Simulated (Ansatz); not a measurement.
# SF4 (sulfur tetrafluoride), step by step

Wanted: a series of 8 runs (PBE0/6-31G**, UPBE0/6-31G**) of F4S. 

The calculation is run with Ansatz 0.2.0.

2 further runs of the same task are left out: 2 for a known fault of the program.

## (1) The molecule

SF4: 5 atoms, total charge 0, spin state singlet. As SMILES, `FS(F)(F)F`. The coordinates come from a PBE0-D4/def2-TZVP relaxation.

Bond lengths: F1–S2 1.553 Å, S2–F3 1.649 Å, S2–F4 1.649 Å, S2–F5 1.553 Å. Angles: F1–S2–F3 87.6°, F1–S2–F4 87.6°, F1–S2–F5 101.3°, F3–S2–F4 172.5°, F3–S2–F5 87.6°, F4–S2–F5 87.6°.

## (2) The energy at PBE0/6-31G(d,p) (Cartesian functions) (run 1)

The input, input.yaml:

```yaml
basis:
  gaussian:
    orbitals: 6-31G_st__st_.json
crystal:
  periodic: [false, false, false]
  atoms:
    - symbol: F
      position_ang: [-0.561200, -0.228000, 1.172800]
    - symbol: S
      position_ang: [0.064000, -0.357400, -0.243000]
    - symbol: F
      position_ang: [1.536700, -0.462000, 0.491400]
    - symbol: F
      position_ang: [-1.440100, -0.077300, -0.858200]
    - symbol: F
      position_ang: [0.400600, 1.124600, -0.563100]
hamiltonian:
  xc: {name: PBE0}
output:
  orbitals: {seedname: orbitals}
```

The basis set 6-31G** is read from a file made from the Basis Set Exchange's data (not shown).

Started as:

```console
$ ansatz run input.yaml --threads 1 --pin off --max-ram 2610MiB --events-out events.jsonl --progress --plain --runs-dir runs
```

What it wrote:

```text
Warning: RAYON_NUM_THREADS=1 ignored (pool sized by the plan → 1); use --threads N
Functional definition: PBE0
  name "PBE0"
  parameter a = 0.25
  parameter kappa = 0.804
  parameter beta = 0.06672455060314922
  exchange = (1 - a)*pbe_x(kappa = kappa, mu = beta*pi^2/3) + a*exact_x
  correlation = pbe_c(beta = beta)
728 factors; their error is unknown
mean field evaluation 1: about -21680.9809 eV, gradient 5.5e1 eV
mean field evaluation 2: about -21673.2634 eV, gradient 9.0e1 eV
mean field evaluation 4: about -21685.7645 eV, gradient 3.4e0 eV
mean field evaluation 8: about -21685.8579 eV, gradient 2.8e-2 eV
mean field -21685.85788064 eV, -796.9405779109 hartree, gradient 8.3e-5 eV, S^2 0.000000; 0 other end points of the search recorded, 0 dependent functions left out
reference -21685.85789218 eV, -796.9405783351 hartree; 26, 26 occupied and 53, 53 virtual orbitals, 728 factors
Total energy: -21685.85789218 eV, -796.9405783351 hartree
```

It took 1.5 s on 1 thread of Arm Neoverse V1, shared host; peak memory 0.14 GiB.

## (3) The energy at UPBE0/6-31G(d,p) (Cartesian functions, fill excite 0 0, maximum overlap yes) (run 2)

The input, job.yaml:

```yaml
crystal:
  periodic: [false, false, false]
  atoms:
    - {symbol: F, position_ang: [-0.561200, -0.228000, 1.172800]}
    - {symbol: S, position_ang: [0.064000, -0.357400, -0.243000]}
    - {symbol: F, position_ang: [1.536700, -0.462000, 0.491400]}
    - {symbol: F, position_ang: [-1.440100, -0.077300, -0.858200]}
    - {symbol: F, position_ang: [0.400600, 1.124600, -0.563100]}
basis:
  gaussian:
    orbitals: 6-31G_st__st_.json
    initial_orbitals: start.molden
    maximum_overlap: true
magnetization: {spin_polarized: true}
hamiltonian: {xc: {name: PBE0}}
output: {orbitals: {seedname: orbitals}}
```

The basis set 6-31G** is read from a file made from the Basis Set Exchange's data (not shown).

Started as:

```console
$ ansatz run job.yaml --threads 1 --pin off --max-ram 2610MiB --events-out events.jsonl --progress --plain --runs-dir runs
```

What it wrote, cut to the lines that bear on the results:

```text
Warning: RAYON_NUM_THREADS=1 ignored (pool sized by the plan → 1); use --threads N
[... 2 set-up lines as earlier in the session ...]
[...]
672 factors; integrals over basis functions are off by at most 1.0e-3 eV
[...]
mean field -21680.21299427 eV, -796.7331321633 hartree, gradient 1.3e-6 eV, S^2 1.010700; 0 other end points of the search recorded, 0 dependent functions left out
reference -21680.21300863 eV, -796.7331326911 hartree; 26, 26 occupied and 53, 53 virtual orbitals, 672 factors
Total energy: -21680.21300863 eV, -796.7331326911 hartree
Checks for a lower state left out: stability, starts, cluster_reference, orbital_swaps, neighbouring_geometries, increment
```

Run time: 2.5 s. Hardware: 1 thread of Arm Neoverse V1, shared host; peak memory 0.12 GiB.

Runs 3 to 6 aren't shown in full; the table further down has their settings and results.

## (4) The doublet cation: the energy at UPBE0/6-31G(d,p) (Cartesian functions, fill hole 23, maximum overlap yes) (run 7)

The input, input.yaml:

```yaml
crystal:
  periodic: [false, false, false]
  atoms:
    - {symbol: F, position_ang: [-0.561200, -0.228000, 1.172800]}
    - {symbol: S, position_ang: [0.064000, -0.357400, -0.243000]}
    - {symbol: F, position_ang: [1.536700, -0.462000, 0.491400]}
    - {symbol: F, position_ang: [-1.440100, -0.077300, -0.858200]}
    - {symbol: F, position_ang: [0.400600, 1.124600, -0.563100]}
basis:
  gaussian:
    orbitals: 6-31G_st__st_.json
    initial_orbitals: start.molden
    maximum_overlap: true
total_charge: 1
magnetization:
  spin_polarized: true
  initial_magnetization: 1
hamiltonian:
  xc: {name: PBE0}
```

The basis set 6-31G** is read from a file made from the Basis Set Exchange's data (not shown).

Started as:

```console
$ ansatz run input.yaml --threads 1 --pin off --max-ram 2610MiB --events-out events.jsonl --progress --plain --runs-dir runs
```

What it wrote, cut to the lines that bear on the results:

```text
Warning: RAYON_NUM_THREADS=1 ignored (pool sized by the plan → 1); use --threads N
[... 2 set-up lines as earlier in the session ...]
[...]
672 factors; integrals over basis functions are off by at most 1.0e-3 eV
[...]
mean field -21671.51463098 eV, -796.4134732084 hartree, gradient 2.5e-6 eV, S^2 0.756560; 0 other end points of the search recorded, 0 dependent functions left out
reference -21671.51464232 eV, -796.4134736252 hartree; 26, 25 occupied and 53, 54 virtual orbitals, 672 factors
Total energy: -21671.51464232 eV, -796.4134736252 hartree
Checks for a lower state left out: stability, starts, cluster_reference, orbital_swaps, neighbouring_geometries, increment
```

Run time: 12 s. Hardware: 1 thread of Arm Neoverse V1, shared host; peak memory 0.17 GiB.

## (5) The doublet cation: a single-point energy at UPBE0/6-31G(d,p) (Cartesian functions) (run 8)

The input, in.yaml:

```yaml
crystal:
  periodic: [false, false, false]
  atoms:
    - {symbol: F, position_ang: [-0.561200, -0.228000, 1.172800]}
    - {symbol: S, position_ang: [0.064000, -0.357400, -0.243000]}
    - {symbol: F, position_ang: [1.536700, -0.462000, 0.491400]}
    - {symbol: F, position_ang: [-1.440100, -0.077300, -0.858200]}
    - {symbol: F, position_ang: [0.400600, 1.124600, -0.563100]}
basis:
  gaussian: {orbitals: 6-31G_st__st_.json}
total_charge: 1
magnetization: {spin_polarized: true, initial_magnetization: 1}
hamiltonian: {xc: {name: PBE0}}
```

The basis set 6-31G** is read from a file made from the Basis Set Exchange's data (not shown).

Started as:

```console
$ ansatz run in.yaml --threads 1 --pin off --max-ram 2610MiB --events-out events.jsonl --progress --plain --runs-dir runs
```

What it wrote, cut to the lines that bear on the results:

```text
Warning: RAYON_NUM_THREADS=1 ignored (pool sized by the plan → 1); use --threads N
[... 7 set-up lines as earlier in the session ...]
672 factors; integrals over basis functions are off by at most 1.0e-3 eV
mean field evaluation 1: about -21662.4088 eV, gradient 5.8e1 eV
mean field evaluation 2: about -21634.9065 eV, gradient 1.1e2 eV
mean field evaluation 4: about -21673.1725 eV, gradient 8.1e0 eV
mean field evaluation 8: about -21673.6267 eV, gradient 2.1e-1 eV
mean field evaluation 16: about -21673.6269 eV, gradient 7.1e-4 eV
mean field -21673.62690917 eV, -796.4910980002 hartree, gradient 8.2e-6 eV, S^2 0.760351; 0 other end points of the search recorded, 0 dependent functions left out
reference -21673.62692082 eV, -796.4910984280 hartree; 26, 25 occupied and 53, 54 virtual orbitals, 672 factors
Total energy: -21673.62692082 eV, -796.4910984280 hartree
```

Wall time 4.2 s (1 thread of Arm Neoverse V1, shared host); peak memory 0.18 GiB.

## (6) The series

| run | level | starting guess | maximum overlap | partner | energy (Eh) | wall time |
| --- | --- | --- | --- | --- | --- | --- |
| 1 | PBE0/6-31G** (Cartesian functions) | – | – | base | -796.940578 | 1.5 s |
| 2 | UPBE0/6-31G** (Cartesian functions, fill excite 0 0, maximum overlap yes) | ground-state orbitals | yes | excited | -796.733133 | 2.5 s |
| 3 | UPBE0/6-31G** (Cartesian functions) | – | – | triplet | -796.760890 | 3.9 s |
| 4 | UPBE0/6-31G** (Cartesian functions, fill excite 1 2, maximum overlap yes) | ground-state orbitals | yes | excited | -796.521138 | 6.6 s |
| 5 | UPBE0/6-31G** (Cartesian functions, fill hole 2, maximum overlap yes) | ground-state orbitals | yes | core hole | -771.347766 | 90 s |
| 6 | UPBE0/6-31G** (Cartesian functions, fill hole 4, maximum overlap yes) | ground-state orbitals | yes | core hole | -771.435670 | 89 s |
| 7 | UPBE0/6-31G** (Cartesian functions, fill hole 23, maximum overlap yes) | ground-state orbitals | yes | valence hole | -796.413474 | 12 s |
| 8 | UPBE0/6-31G** (Cartesian functions) | – | – | cation | -796.491098 | 4.2 s |

## (7) Results

| quantity | value |
| --- | --- |
| doublet cation, run 8: total energy | -796.49110 Eh |
| doublet cation, run 8: ⟨S²⟩ | 0.760 |
| vertical ionisation energy (to the doublet cation) | 12.231 eV |
| vertical energy of the triplet above the singlet | 4.890 eV |

Removing an electron at fixed nuclei costs 12.23 eV (1180 kJ/mol). −ε(HOMO) before ionisation, 9.37 eV, is 2.86 eV below this ionisation energy. At this shape the triplet lies 4.89 eV (472 kJ/mol) above the singlet. Spin contamination of the reference: run 4 ⟨S²⟩ = 1.01, run 2 ⟨S²⟩ = 1.01. Where it is this large, the reference is a mixture of spin states, and values that rest on it are in doubt. All runs together took 3.5 min, the longest 90 s.
